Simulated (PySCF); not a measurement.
These are PBE0-D3(BJ)/def2-TZVP (PySCF 2.14.0) values and carry that method's errors. Gas-phase values, no solvent. 

Reference species (SMILES): `[C](F)(Cl)Cl` (neutral, multiplicity 2).

```json
{
  "highest_occupied_spin_orbital": "-6.85 eV"
}
```

Changed species: `[F]` (radical fragment; the reference has radical fragment).

### Question
Give the shifts of the highest occupied spin orbital.

### Answer
the highest occupied spin orbital falls by 5.61 eV, to -12.46 eV.
